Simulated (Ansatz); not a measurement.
# CH6SSi: search for a transition state

Is there a first-order saddle for this insertion of a carbenoid, which should form Si1–H3, Si1–S4 and break H3–S4, and which two structures does it connect?

Program: Ansatz 0.2.0, Gaussian basis. Level of theory: PBE0-D4, def2-SVP first, then def2-TZVP. These are calculated values, not measurements.

90 further runs of the same task are left out: 90 set aside as unsound or not needed.

## Step 1: The system as given

The guess: 9 atoms, charge 0, spin multiplicity 1.

Atoms are counted from 1 here; the program's logs count them from 0.

Bond lengths: Si1–C2 1.890 Å, Si1–H3 1.558 Å, Si1–H5 1.459 Å, C2–H6 1.087 Å, C2–H7 1.087 Å, C2–H8 1.089 Å, S4–H9 1.327 Å. Angles: C2–Si1–H3 118.8°, C2–Si1–H5 111.4°, H3–Si1–H5 121.5°, Si1–C2–H6 110.2°, Si1–C2–H7 111.6°, Si1–C2–H8 111.7°, H6–C2–H7 107.7°, H6–C2–H8 107.6°, H7–C2–H8 107.9°.

As a file:

```xyz
9
CH6SSi
Si   -0.60670   -0.13820    0.54730
C     1.06020   -1.00150    0.32910
H    -1.48730    0.12430   -0.71140
S    -0.76910    1.55110   -1.54900
H    -0.57860    0.79610    1.66750
H     1.18510   -1.32230   -0.70170
H     1.13960   -1.88250    0.96110
H     1.89080   -0.34010    0.57140
H    -1.83400    2.21300   -1.11420
```

Distances that are to change: Si1–H3 1.56 Å, Si1–S4 2.70 Å, H3–S4 1.80 Å.

## Step 2: Constrained relaxation of the guess

Contents of hold/in.yaml:

```yaml
crystal:
  periodic: [false, false, false]
  atoms:
    - {symbol: Si, position_ang: [-0.606700, -0.138200, 0.547300]}
    - {symbol: C, position_ang: [1.060200, -1.001500, 0.329100]}
    - {symbol: H, position_ang: [-1.487300, 0.124300, -0.711400]}
    - {symbol: S, position_ang: [-0.769100, 1.551100, -1.549000]}
    - {symbol: H, position_ang: [-0.578600, 0.796100, 1.667500]}
    - {symbol: H, position_ang: [1.185100, -1.322300, -0.701700]}
    - {symbol: H, position_ang: [1.139600, -1.882500, 0.961100]}
    - {symbol: H, position_ang: [1.890800, -0.340100, 0.571400]}
    - {symbol: H, position_ang: [-1.834000, 2.213000, -1.114200]}
basis:
  gaussian: {orbitals: def2-SVP}
hamiltonian: {xc: pbe0, dispersion: d4}
relax: {f_tol: 0.08, max_steps: 120, escape_saddle: false, constraints: [{distance: [0, 2]}, {distance: [0, 3]}, {distance: [2, 3]}]}
```

Command:

```sh
$ ansatz run in.yaml --threads 2 --pin off --events-out ev --progress --plain --max-ram 4352MiB
```

The runs that follow: A starting Hessian; Saddle search in the small basis; Saddle search in triple zeta; Vibrations at the point found; Relaxing after a step of 0.30 Å one way along the mode; Relaxing after a step of 0.30 Å the other way along the mode.

Q: Predict the outcome of this session. Wanted: imaginary mode; barrier from the start side; barrier from the end side; energy of the step; pairs that change; zero-point energy at the saddle.

The runs gave:

| quantity | value |
| --- | --- |
| imaginary mode | 423i cm⁻¹ |
| barrier from the start side | 8.3 kcal/mol |
| barrier from the end side | 64.9 kcal/mol |
| energy of the step | -56.5 kcal/mol |
| pairs that change | Si1–H3 formed, Si1–S4 tightened, H3–S4 broken |
| zero-point energy at the saddle | 1.604 eV |

**Reading.** One imaginary mode, 423i cm⁻¹, makes this a first-order saddle. It joins the planned start and end. At PBE0-D4/def2-TZVP the electronic barrier is 8.3 kcal/mol, about 14 kT at 298 K, and the step runs 56.5 kcal/mol downhill. A step off the saddle overshot and began above it in energy, so the link to its end is likely but not proven.
